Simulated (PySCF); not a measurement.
Series nitrenes, diatomics and small unsaturated species, computed as singlets and as triplets. Isolated molecules, 0 K electronic values unless said otherwise. One relaxed conformer stands for each flexible species; it need not be the lowest. Strings in code marks are SMILES.

These are B3LYP-D3(BJ)/def2-TZVP (PySCF) values and carry that method's errors. B3LYP has the VWN-RPA correlation part, as in Gaussian. 

A: multiplicity 1 (`[C]=C=C` (lower singlet))
B: multiplicity 1 (`[GaH]` (lower singlet))
C: multiplicity 1 (`C=[Si]` (lower singlet))
D: multiplicity 1 (`O=[SiH2]` (lower singlet))
E: multiplicity 3 (`C=S` (excited triplet))
F: multiplicity 1 (`[S+]#[C-]` (lower singlet))

A design calls for the lowest dipole moment in this set. Which member fits?

C (0.22 D); next is B (0.55 D).
